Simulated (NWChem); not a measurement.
CH$_{3}$ cation

```xyz
4

C      0.0000     0.0000     0.0000
H      0.7807     0.7807     0.0000
H      0.2858    -1.0664     0.0000
H     -1.0664     0.2858     0.0000
```
Atoms are numbered in this order, from 1.

Program: NWChem. The geometry was optimised at PBE0/def2-SVP. Level M06-2X/def2-SVP: energy and gradient on several grids; changes count from the extra-fine grid, which is no exact limit either.

```csv
grid,size of the energy change (μHa),largest change of a gradient component (μHa/bohr)
xcoarse,3000,2000
coarse,100,300
medium,10,200
fine,< 10,30
xfine,< 10,< 30
```
